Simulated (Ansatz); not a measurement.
Two structures of CH8SSi, singlet, reached by relaxing down either side of one saddle point (PBE0-D4/def2-TZVP). Energies are electronic, without zero-point energy. Ansatz 0.2.0; basis: def2-TZVPP and def2-QZVPP; cores frozen in the correlated methods. Extrapolation: Hartree–Fock as exp(−7.88 √X), correlation as X^−2.97. First:

Si1  (-0.884, -0.886, -0.147)
S2  (0.844, -1.757, 0.778)
H3  (-1.420, -1.802, -1.189)
H4  (-1.862, -0.790, 0.966)
C5  (-0.530, 0.786, -0.892)
H6  (1.771, 1.084, 1.884)
H7  (1.897, 1.788, 2.100)
H8  (1.563, -1.811, -0.356)
H9  (-1.442, 1.206, -1.327)
H10  (-0.155, 1.476, -0.134)
H11  (0.218, 0.707, -1.684)
(Å)

Second:

```tsv
atom	x (Å)	y (Å)	z (Å)
Si1	-0.3208	0.2124	-0.0642
S2	1.4402	-2.6268	1.8919
H3	-0.0013	-0.9516	-0.9353
H4	-1.2737	-0.2254	0.9881
C5	-1.0499	1.6028	-1.0835
H6	2.2289	-1.5421	1.9203
H7	0.9393	0.6611	0.5895
H8	1.6430	-2.8049	0.5779
H9	-1.9727	1.2826	-1.5726
H10	-1.2823	2.4649	-0.4543
H11	-0.3509	1.9270	-1.8578
```

(1) Which bonds change from the first to the second?

(2) Give the saddle point's structure and its height above each. (Judge from chemistry; the value comes from the calculation.)

No T1 diagnostic of these runs exceeds 0.013.

## Answers

(1) CH₆SSi ([CH3][SiH2][SH]) + H₂ → CH₆Si ([CH3][SiH3]) + H₂S; bonds formed: Si1–H7, S2–H6; bonds broken: Si1–S2, H6–H7.

(2) Computed: 251.0 kJ/mol above the first and 212.6 kJ/mol above the second (CCSD(T) at an estimated basis limit (MP2 extrapolated from triple and quadruple zeta, plus CCSD(T) − MP2 in triple zeta)).
Si1  (-0.421, -0.305, 0.170)
S2  (1.124, -2.025, 1.220)
H3  (-0.740, -1.377, -0.817)
H4  (-1.321, -0.331, 1.344)
C5  (-0.615, 1.241, -0.880)
H6  (1.152, -0.359, 1.199)
H7  (0.849, 0.551, 0.944)
H8  (1.949, -2.029, 0.160)
H9  (-1.557, 1.173, -1.436)
H10  (-0.610, 2.157, -0.287)
H11  (0.191, 1.306, -1.617)
(Å)

Labels in which every atom is bracketed show which atoms are joined, not bond orders.

For scale, one of the runs: CCSD(T)/def2-TZVPP, 227 basis functions, launched by `ansatz run in.yaml --threads 4 --pin off --events-out ev --progress --plain --max-ram 9574MiB`. The run took 40 s on 4 CPU threads of an Arm Neoverse V2 (shared host), with 3.5 GiB of host memory at its peak.
